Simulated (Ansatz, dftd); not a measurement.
Species: CH2F, charge 0, doublet. CH2F (SMILES [CH2]F, doublet).
B3LYP-D3(BJ)/def2-TZVP minimum from Ansatz (a first-principles code):
```
C
F 1 1.3401
H 1 1.0804 2 114.92
H 1 1.0804 3 124.90 2 152.91
```
Charge 0, spin multiplicity 2.

Property: atomisation energy (electronic, to ground-state atoms), in kJ/mol. Open shells are spin-unrestricted; no spin-orbit coupling. CBS(X,Y): correlation extrapolated as X^-3, Hartree-Fock from the larger set (Q,5: extrapolated as (X+1)exp(-9√X)). A bracket is a step between two methods taken in the basis named. Functionals run without relativity, which enters their misses. '+ core + X2C': CCSD(T) terms for core correlation (cc-pwCVTZ) and scalar relativity (cc-pVTZ-DK). For partners of very few electrons the exact lower level stands in for a higher one.

Compared with CCSD(T)/CBS(cc-pVQZ,cc-pV5Z) + [CCSDT(Q) - CCSD(T)]/cc-pVTZ + core + X2C (Ansatz): 1313.9 kJ/mol.

Q: Rank these levels by how close they come to it, closest first: wB97X-V/def2-TZVPD (Ansatz); PBE0/def2-TZVPD (Ansatz); r2SCAN-D4/def2-TZVPD (Ansatz + dftd4).

A: wB97X-V/def2-TZVPD (1315.6 kJ/mol, difference 1.7), PBE0/def2-TZVPD (1322.5 kJ/mol, difference 8.6), r2SCAN-D4/def2-TZVPD (1332.3 kJ/mol, difference 18.4)
